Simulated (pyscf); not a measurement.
# Routes from `[O]=[Ge]` [singlet] + `[H][H]`

Candidate steps break at most two bonds and form at most two. Each was searched with GFN2-xTB (tblite) first. Single points on ωB97X-D3(BJ)/def2-SVP structures (PySCF, gas phase). Energies: ωB97M-D3(BJ)/def2-TZVP, kcal/mol, from the separated reactants, singlet surface; ΔG‡ with ideal gas, 1 atm, RRHO with modes under 100 cm⁻¹ raised to 100, one conformer, R ln 2 for chiral ones without a mode under 150 cm⁻¹.

```
products                                                       type   ΔE‡     ΔE  ΔG‡ 298 K  ΔG‡ 900 K  ν‡ (cm⁻¹)
-----------------  ------------------------------------------------  ----  -----  ---------  ---------  ---------
HO–GeH: [singlet]  addition across a multiple bond or ene-type step  34.2  -15.0       41.4       57.3      1937i
O=GeH₂                                                    insertion  85.4  +15.4       91.3      106.6      1843i
```

Plain bond fissions and candidates not yet searched are not listed, and one of them may be faster. Each barrier is that of the saddle found; lower ones may exist. Elements up to Kr have no core potential and no relativistic terms here.
